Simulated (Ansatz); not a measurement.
**C₂H₃Si− (SMILES C=C=[SiH-]): functionals against CCSD(T) at one geometry**

The task here is to estimate one member of a computed series from the others.

Computed with Ansatz 0.2.0, Gaussian basis. Level: single points in def2-TZVPPD.

Correlated methods freeze the cores.

**Starting geometry**

SMILES `C=C=[SiH-]`, 6 atoms, charge -1, spin multiplicity 1.

Atoms are counted from 1 here; the program's logs count them from 0.

Bond lengths: C1–C2 1.193 Å, C1–H4 1.057 Å, C1–H5 1.148 Å, C2–Si3 1.736 Å, Si3–H6 1.560 Å. Angles: C2–C1–H4 125.8°, C2–C1–H5 125.3°, H4–C1–H5 108.5°, C1–C2–Si3 168.0°, C2–Si3–H6 108.1°.

Coordinates:

```xyz
6
C2H3Si
C    -0.7511   -0.0122   -0.8045
C    -0.0222    0.0478    0.1377
Si    0.7911    0.3663    1.6374
H    -1.5943   -0.6431   -0.8950
H    -0.7310    0.6995   -1.7046
H     2.1141   -0.4609    1.6568
```

The first run:

Contents of run/in.yaml:

```yaml
crystal:
  periodic: [false, false, false]
  atoms:
    - {symbol: C, position_ang: [-0.751100, -0.012200, -0.804500]}
    - {symbol: C, position_ang: [-0.022200, 0.047800, 0.137700]}
    - {symbol: Si, position_ang: [0.791100, 0.366300, 1.637400]}
    - {symbol: H, position_ang: [-1.594300, -0.643100, -0.895000]}
    - {symbol: H, position_ang: [-0.731000, 0.699500, -1.704600]}
    - {symbol: H, position_ang: [2.114100, -0.460900, 1.656800]}
basis:
  gaussian: {orbitals: "def2-TZVPPD.json"}
total_charge: -1
correlation: {method: ccsd_t}
output: {forces: true}
```

The basis file named in the input lies beside it (Basis Set Exchange, JSON).

No record of the launch command was kept for these runs.

Steps of the session up to this table: CCSD(T)/def2-TZVPPD; PBE0-D4/def2-TZVPPD; wB97M-V/def2-TZVPPD; r2SCAN-D4/def2-TZVPPD; PBE-D4/def2-TZVPPD; revPBE-D4/def2-TZVPPD; BLYP-D4/def2-TZVPPD.

One of the session's tables, all rows but one given; the rest of the session is left out.

| method | RMS force component (eV/Å) | angle to CCSD(T) forces (°) |
| --- | --- | --- |
| CCSD(T) | 3.918 | reference |
| PBE0-D4 | 3.637 | 2.5 |
| wB97M-V | 3.696 | 2.3 |
| r2SCAN-D4 | ? | ? |
| PBE-D4 | 3.673 | 2.7 |
| revPBE-D4 | 3.725 | 2.8 |
| BLYP-D4 | 3.609 | 2.4 |

Q: Estimate the row for r2SCAN-D4 from the others.

**Answer.** RMS force component (eV/Å): 3.629; angle to CCSD(T) forces (°): 2.2. In the column «RMS force component (eV/Å)» it lies between BLYP-D4 (3.609) and PBE0-D4 (3.637).
